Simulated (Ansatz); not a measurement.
## Relaxing TiBr

Level of theory: DFT PBE, scalar-relativistic, plane waves, PAW in Ansatz. Cutoff 420 eV, Γ-centred k mesh, Gaussian smearing, collinear spin, first started from parallel moments.

The start puts TiBr on the zinc blende structure type (F-43m, No. 216), with Ti in place of Zn, Br in place of S, at a guessed volume.

```yaml
crystal:
  lattice:
    - [0.00000, 2.91131, 2.91131]
    - [2.91131, 0.00000, 2.91131]
    - [2.91131, 2.91131, 0.00000]
  atoms:
    - { symbol: Ti, position: [0.00000, 0.00000, 0.00000] }
    - { symbol: Br, position: [0.75000, 0.75000, 0.75000] }
```

Steps on the 16×16×16 mesh (2 atoms). 5 of 5 steps are shown, and the free energy counts from the last. Trial steps that were taken back and renewals of the plane-wave basis can be among the rows.

| step | ΔF (meV/atom) | V (Å³/atom) | P (GPa) |
| --- | --- | --- | --- |
| 1 | 19.6 | 24.68 | 3.27 |
| 2 | 3.0 | 25.97 | 1.05 |
| 3 | 0.4 | 26.62 | 0.28 |
| 4 | 0.2 | 26.87 | 0.02 |
| 5 | 0.0 | 26.87 | 0.02 |

A final relaxation ran on a 16×16×16 mesh. The relaxed crystal, F-43m (No. 216):

```cif
data_structure
_symmetry_space_group_name_H-M 'F-43m'
_symmetry_Int_Tables_number 216
_cell_length_a 5.9904
_cell_length_b 5.9904
_cell_length_c 5.9904
_cell_angle_alpha 90.000
_cell_angle_beta 90.000
_cell_angle_gamma 90.000
_cell_volume 214.96
loop_
_atom_site_label
_atom_site_type_symbol
_atom_site_symmetry_multiplicity
_atom_site_Wyckoff_symbol
_atom_site_fract_x
_atom_site_fract_y
_atom_site_fract_z
_atom_site_occupancy
Ti1 Ti 4 a 0.00000 0.00000 0.00000 1
Br1 Br 4 d 0.25000 0.25000 0.75000 1
```

```yaml
Volume_per_atom: 26.87 Å³
Density: 3.95 g/cm³
Energy_over_the_elements: 0.07 eV/atom
Gap_on_the_16×16×16_mesh: 0 eV (a metal)
Net_moment_per_atom: 1.24 μB
Largest_site_moment: 1.65 μB
```

The zero of energy is the elements' standard structures at the same level; no fitted shifts are applied.

The final run used a 16×16×16 mesh on its 2-atom cell and 0.10 eV smearing. The k mesh leaves about 4 meV/atom of noise in metals.

A structure relaxed within its symmetry needn't be a true minimum.

Cost: 3 runs of about 2.6 core-minutes in all, on Intel Xeon 6975P-C (Granite Rapids) (shared hosts).